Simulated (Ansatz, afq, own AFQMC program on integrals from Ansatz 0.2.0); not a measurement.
## AlHO2, singlet, reference energies and how methods fare

```xyz
4

O    -1.6128   -1.3249   -0.7414
Al   -0.4352   -0.4332   -0.1220
O     0.7965    0.4756    0.5504
H     1.2515    1.2826    0.3131
```

Geometry: a PBE0/def2-SVP stationary point, not shown to be a minimum. Basis def2-TZVP. Only valence electrons are correlated. Ansatz 0.2.0 and our own AFQMC program on the same integrals; the CISD trial comes from CCSD amplitudes, and released means the phaseless constraint is let go. Uncertainties: one standard error, sampling alone.

Best estimates are CCSD(T) at the basis-set limit (def2-TZVPP/QZVPP) plus the step from CCSD(T) to the highest rung at hand in def2-TZVP, named in the table (released AFQMC can keep some 10 meV of bias). Fragments are relaxed and keep their bonds. No zero-point, core-correlation or spin–orbit terms. Other levels are in def2-TZVP; a dash marks a level that is missing or breaks spin symmetry for a member.

Cautions: AlHO₂ (singlet): higher spins were not checked, raised T1 diagnostic (T1 0.024, weight of the determinant 0.85, largest double 0.04).

| process | PBE0 (eV) |
| --- | --- |
| Al2–O1 → AlHO (singlet; Al–OH) + O (triplet) | 4.27 |
| to free atoms | 14.28 |

From these values, estimate the best estimates.


```tsv
process	best estimate (eV)	highest rung
Al2–O1 → AlHO (singlet; Al–OH) + O (triplet)	4.60	CCSDT(Q)
to free atoms	15.02	CCSDT(Q)
```

Errors against the best estimates in eV, in the same order:

| level | error, 1 | error, 2 |
| --- | --- | --- |
| MP2 | 0.38 | 0.24 |
| CCSD(T) | -0.31 | -0.81 |
| CCSD(T)/CBS | -0.03 | -0.03 |
| PBE | 0.20 | 0.16 |
| r2SCAN | 0.04 | -0.17 |
| PBE0 | -0.33 | -0.74 |
| B3LYP | -0.27 | -0.52 |
| wB97M-V | -0.28 | -0.29 |
| B2PLYP | -0.07 | -0.33 |

Cost at the first geometry (cards were shared with other jobs): PBE0/def2-TZVP, 1.8 s on 1 thread of AMD EPYC 7R13 Processor (Zen 3) (shared host); RCCSD(T)/def2-TZVP, 1.6 s on 1 × NVIDIA H100 80GB HBM3 with 1 thread of AMD EPYC 7R13 Processor (Zen 3) (shared host); CCSD(T)/def2-QZVPP, 1.8 s on 1 × NVIDIA H100 80GB HBM3 with 1 thread of AMD EPYC 7R13 Processor (Zen 3), with other jobs on the host; CCSDT(Q), 9.5 s on 1 × NVIDIA H100 80GB HBM3 with 1 thread of AMD EPYC 7R13 Processor (Zen 3) (shared host).

Best estimates are given only where the step beyond CCSD(T) is under 0.3 eV and no member's determinant is very poor (T1 over 0.05, or 0.07 for open shells, ⟨S²⟩ too high by 0.3, two states mixed), so the hardest cases are missing from such tables.

The functionals ran in a triple-zeta set and keep a basis error of their own, a few kJ/mol for each bond in atomization energies and more for double hybrids, so close places among them and the extrapolated levels can swap.

CCSDT and higher add their correlation energy to the determinant of the CCSD(T) run, since their own runs factorise the integrals more tightly (a shift of under 2 meV). Each member of a difference takes its own highest rung, so a best estimate needn't equal the limit plus the step of one row. A walk keeps the symmetry of its determinant, which the program's search chose and which needn't be the lowest solution, so a lower state of the same spin and another symmetry isn't excluded.
